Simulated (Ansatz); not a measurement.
Relaxed structures of CH$_{3}$MgO (charge -1), singlet (PBE0-D4/def2-TZVPD; forces vanish, vibrations not checked; lower isomers may exist, and structures with a doubtful reference or unclear bonds are left out; Å). Computed with Ansatz 0.2.0 (basis: def2-TZVPPD); correlated methods freeze the cores. The outer core shell of Li, Na, Mg and K is correlated. The def2 sets are not built for correlating such inner shells, so the correlated values are less sure here.

Rank them by CCSD(T) energy, lowest first, and give each one's height above the lowest. Links in brackets join atoms within 1.22 times the sum of their covalent radii (1.1 for two metals). (To be estimated.)
A.
CH₃MgO ([CH3][O][Mg]), total charge -1
```
6
angstrom
C -0.5163 -0.0394 -0.1686
O 0.7712 0.0584 0.2498
Mg 2.5351 0.1935 0.8280
H -0.7651 0.6718 -0.9840
H -0.7717 -1.0455 -0.5624
H -1.2532 0.1613 0.6372
```
B.
CH₃MgO ([CH3][Mg][O]), total charge -1
```
6
angstrom
C -0.7648 -0.0583 -0.2494
O 2.9593 0.2255 0.9650
Mg 1.2754 0.0972 0.4159
H -0.9918 0.6522 -1.0558
H -0.9983 -1.0597 -0.6355
H -1.4798 0.1431 0.5597
```
C.
CH₃MgO ([OH][CH2][Mg]), total charge -1
```
6
angstrom
C 0.2485 0.0448 0.0517
O 0.4687 0.6310 1.3659
Mg 2.0697 -0.8894 -0.8422
H -0.1415 0.8261 -0.6330
H -0.3569 1.0089 1.6783
H -0.5595 -0.7123 0.1233
```

By the calculation: A (0.000 eV), B (0.926 eV), C (1.882 eV). Heights count from the lowest.

No T1 diagnostic of these runs exceeds 0.026. The restricted Hartree–Fock reference is unstable towards an unrestricted one at one or more of these structures.

For scale, one of the runs: CCSD(T)/def2-TZVPPD, 163 basis functions, launched by `ansatz run in.yaml --threads 2 --pin off --events-out ev --progress --plain --max-ram 4352MiB`. The run took 33 s on 2 CPU threads of an Arm Neoverse V2 (shared host), with 1.4 GiB of host memory at its peak.
